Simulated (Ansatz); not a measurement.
We consider fcc Ir, described by PBE+SOC (Ansatz, a quantum-chemistry and plane-wave program, plane waves, PAW).

Run with plane-wave cutoff 520 eV, 24×24×24 k mesh, Fermi–Dirac smearing 0.05 eV, PAW data made under PBE.

Energies at three volumes about the minimum:

```tsv
V (Å³/atom)	E − E_lowest (meV/atom)
14.239	6.37
14.529	0.00
14.820	6.00
```

Fit a parabola by hand: where is the minimum, what lattice constant follows, and what is the bulk modulus?

Slopes: (0.00 − 6.37)/(14.529 − 14.239) = -21.966 and (6.00 − 0.00)/(14.820 − 14.529) = 20.619 meV/Å³. Curvature E″ = 2 × (20.619 − (-21.966))/(14.820 − 14.239) = 146.592 meV/Å⁶. From the middle of the first interval, the slope vanishes at V0 = 14.3840 − (-21.966)/146.592 = 14.534 Å³/atom. B = V0 E″ = 14.534 × 146.592 meV/Å³ × 0.1602 GPa per meV/Å³ = 341 GPa. With 4 atoms in the cube, a = (4 × 14.534)^(1/3) = 3.874 Å. The full Birch–Murnaghan fit to all volumes gives V0 = 14.528 Å³/atom and B0 = 340 GPa.

Measured, for comparison: bulk modulus 365 GPa (corrected for temperature and zero-point phonon effects; as tabulated in Levämäki et al. (2014), arXiv:1402.3671); lattice constant a 3.831 Å (static lattice: zero-point anharmonic expansion removed; as tabulated in Mejia-Rodriguez and Trickey (2018), arXiv:1807.09216). Computed less measured: bulk modulus -7 %.
